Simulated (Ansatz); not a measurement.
A run of Ansatz (development build ahead of 0.2.0) on singlet P₂ at this shape:

```xyz
2

P     0.0000    0.0000   -1.0211
P     0.0000    0.0000    1.0211
```

Its results:

```yaml
Converged: yes
Reference_energy: -681.45699 hartree
Correlation_energy: -0.29092 hartree
Total_energy: -681.74791 hartree
Spin_squared_of_the_determinant: 0.000
```

Task: Which input gives this output? Name the method, the orbitals and the basis set, and write the input.

Result: RHF-MP2 in def2-TZVP. An unrestricted run that stays on the closed shell gives the same numbers.

```yaml
crystal:
  periodic: [false, false, false]
  atoms:
    - { symbol: P, position_ang: [0.0, 0.0, -1.02114] }
    - { symbol: P, position_ang: [0.0, 0.0, 1.02114] }
basis:
  gaussian: { orbitals: def2-TZVP }
hamiltonian:
  xc: hf
correlation:
  method: mp2
  frozen_orbitals: { P: 5 }
```

Caution: in another basis set an unrestricted determinant lies well below.
